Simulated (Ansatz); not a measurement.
**Fluorite CdF₂**

Method: r²SCAN (PAW; Ansatz, a first-principles code).

Run with plane-wave cutoff 500 eV, 12×12×1 k mesh (along the axes of the cell as run), gaussian smearing 0.02 eV, scalar-relativistic PAW data made under PBE.

Cell: relaxed at this level.

surface energy of the (111) face: 0.48 J/m²
ionisation potential of the slab: 8.60 eV

The slab of 18 atoms is relaxed and unreconstructed.

Static lattice: no zero-point or thermal effects.

Computing time: around 8 core-minutes (rough).
